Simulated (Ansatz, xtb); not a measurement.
Two isomers of C4H7OP

Structure a: `O=[PH]1CC=CC1`, a singlet. Structure b: `O=[P@@H]1C=CCC1`, a singlet. Both are isolated molecules in the gas phase, relaxed with B3LYP-D3(BJ)/def2-SVP; the shapes shown needn't be the lowest conformers.

a (Å):

```csv
atom,x (Å),y (Å),z (Å)
C,-1.5185,1.0484,-0.8479
C,-1.4243,1.1377,-2.3506
C,-0.2225,1.4480,-2.8653
C,0.9004,1.6728,-1.8837
O,0.6943,1.4021,1.0023
P,0.2552,0.8889,-0.3324
H,0.5050,-0.4968,-0.5839
H,-1.9187,1.9707,-0.3891
H,-2.1339,0.2097,-0.4874
H,-2.3007,0.9557,-2.9791
H,-0.0520,1.5361,-3.9419
H,1.0741,2.7432,-1.6706
H,1.8630,1.2414,-2.1990
```

b (Å):

```xyz
13

C     0.2453    1.2310    1.2581
C     1.2081    1.8233    0.5382
C     0.9329    2.0928   -0.9244
C    -0.5664    1.8461   -1.1932
O    -2.5900    1.2840    0.7771
P    -1.2370    0.9107    0.2555
H    -1.1125   -0.4687   -0.1086
H     0.3340    0.9697    2.3147
H     2.1839    2.0913    0.9585
H     1.2408    3.1155   -1.1994
H     1.5591    1.4193   -1.5371
H    -0.7654    1.3305   -2.1431
H    -1.1369    2.7886   -1.1970
```

Quicker runs give these differences E(b) − E(a): GFN2-xTB +0.072 eV; HF/STO-3G +0.074 eV (at GFN2-xTB geometries); r2SCAN-D4/def2-SVP +0.052 eV (at GFN2-xTB geometries).

Task: Estimate E(b) − E(a) at the level CCSD(T)/def2-SVP + ΔMP2/def2-TZVPP.

Result: Too close to call at this level: CCSD(T)/def2-SVP + ΔMP2/def2-TZVPP gives E(b) − E(a) = +0.033 eV.

Level by level:

```json
{"level": "GFN2-xTB", "geometry": "GFN2-xTB", "E(b) − E(a) (eV)": "+0.072", "departure from the last row (eV)": "+0.038", "job, with rough time for the two": "optimisation, 0.21 s"}
{"level": "HF/STO-3G", "geometry": "GFN2-xTB", "E(b) − E(a) (eV)": "+0.074", "departure from the last row (eV)": "+0.041", "job, with rough time for the two": "single point, 0.68 s"}
{"level": "r2SCAN-D4/def2-SVP", "geometry": "GFN2-xTB", "E(b) − E(a) (eV)": "+0.052", "departure from the last row (eV)": "+0.019", "job, with rough time for the two": "single point, 3.8 s"}
{"level": "B3LYP-D3(BJ)/def2-SVP", "geometry": "B3LYP-D3(BJ)/def2-SVP", "E(b) − E(a) (eV)": "+0.051", "departure from the last row (eV)": "+0.018", "job, with rough time for the two": "optimisation, 68 s"}
{"level": "HF/def2-SVP", "geometry": "B3LYP-D3(BJ)/def2-SVP", "E(b) − E(a) (eV)": "+0.018", "departure from the last row (eV)": "−0.015", "job, with rough time for the two": "part of the CCSD(T) run"}
{"level": "MP2/def2-SVP", "geometry": "B3LYP-D3(BJ)/def2-SVP", "E(b) − E(a) (eV)": "+0.070", "departure from the last row (eV)": "+0.037", "job, with rough time for the two": "part of the CCSD(T) run"}
{"level": "CCSD(T)/def2-SVP", "geometry": "B3LYP-D3(BJ)/def2-SVP", "E(b) − E(a) (eV)": "+0.062", "departure from the last row (eV)": "+0.029", "job, with rough time for the two": "single point"}
{"level": "CCSD(T)/def2-SVP + ΔMP2/def2-TZVPP", "geometry": "B3LYP-D3(BJ)/def2-SVP", "E(b) − E(a) (eV)": "+0.033", "departure from the last row (eV)": "", "job, with rough time for the two": "single point, 65 s"}
```

As drawn, both hold the same kinds of bond in the same numbers.

The largest departure from CCSD(T)/def2-SVP + ΔMP2/def2-TZVPP is that of HF/STO-3G, 0.041 eV. The last row adds to CCSD(T) the change of the MP2 difference between the two basis sets, here −0.029 eV.

With thermal terms from frequencies at re-optimised GFN2-xTB minima (ideal gas, soft modes damped towards free rotors, one conformer each, 298.15 K, 1 atm): on the last row, ΔE + ΔZPE = +0.054, ΔH = +0.054, ΔG = +0.055 eV.

The correlated steps freeze 10 core orbitals. Mirror images aren't counted in ΔG. Programs: Ansatz 0.2.0, xtb 6.7.1; the last row on 2 threads of Intel(R) Xeon(R) Processor @ 2.70GHz on a shared host.
